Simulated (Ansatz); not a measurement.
A geometry relaxed with PBE-D3(BJ)/def2-TZVP (Ansatz, an electronic-structure program), charge 0, multiplicity 2:

```xyz
2

N     -0.5872     0.0000     0.0000
C      0.5872     0.0000     0.0000
```

Question: Write the SMILES of this molecule.

Answer: `[C-]#[N+]`
